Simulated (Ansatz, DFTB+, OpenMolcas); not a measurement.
## Computed against measured: dipole moment

10 molecules with nitrogen; the dipole moment in D, computed less measured. Shapes, held fixed at every level: PBE0-D4/def2-TZVP. No vibrational averaging. Dipoles are compared by magnitude; molecules under 1 D, whose direction can flip, are left out. Programs: Ansatz 0.2.0, DFTB+ 25.1, OpenMolcas 26.06. A level may come from different programs for different species; with the same settings they agree closely. Measured values: NIST CCCBDB.

Levels: A = DFTB3-D3(BJ); B = B3LYP/6-31G* (spherical functions); C = B3LYP-D4/def2-TZVPP; D = wB97M-V/def2-TZVPP.

```csv
molecule,measured,A,B,C,D
NS (Mononitrogen monosulfide),1.81,-0.97,-0.08,+0.08,+0.11
CH3N (methanimine),2.00,-0.88,-0.06,-0.01,+0.01
C2H3N (isocyanomethane),3.85,-0.77,-0.21,+0.03,-0.04
C2H3N (acetonitrile),3.92,-1.26,-0.13,+0.08,+0.08
CH5N (methylamine),1.31,-0.55,+0.10,-0.01,0.00
C2H5N (SMILES C=NC),1.53,-0.72,-0.13,-0.06,-0.02
C3H3NO (oxazole),1.50,-0.39,+0.05,+0.06,+0.07
C3H5N (propanenitrile),4.02,-1.27,-0.14,+0.08,+0.08
C2H7N (dimethylamine),1.03,-0.49,-0.05,-0.10,-0.07
C4H5N (pyrrole),1.84,+0.07,+0.10,+0.07,+0.11
```

Task: Sum up the errors.

Result: 
```tsv
level	kind	mean error	mean absolute error	worst case
DFTB3-D3(BJ)	semi-empirical	-0.723	0.737	C3H5N
B3LYP/6-31G* (spherical functions)	global hybrid	-0.055	0.105	C2H3N (isocyanomethane)
B3LYP-D4/def2-TZVPP	global hybrid	+0.022	0.058	C2H7N
wB97M-V/def2-TZVPP	range-separated hybrid	+0.033	0.059	NS
```

On this set B3LYP-D4/def2-TZVPP has the smallest mean absolute error and DFTB3-D3(BJ) the largest. DFTB3-D3(BJ) is too low in 9 of 10; B3LYP/6-31G* (spherical functions) is too low in 7 of 10. The tabulated value of C4H5N is in doubt (older tables, estimates, or at odds with other calculations) and kept here. Over the 9 molecules whose values aren't doubted the mean absolute errors are A 0.811; B 0.106; C 0.057; D 0.053. The smallest two are near a tie. Open shells run unrestricted. The set is small.
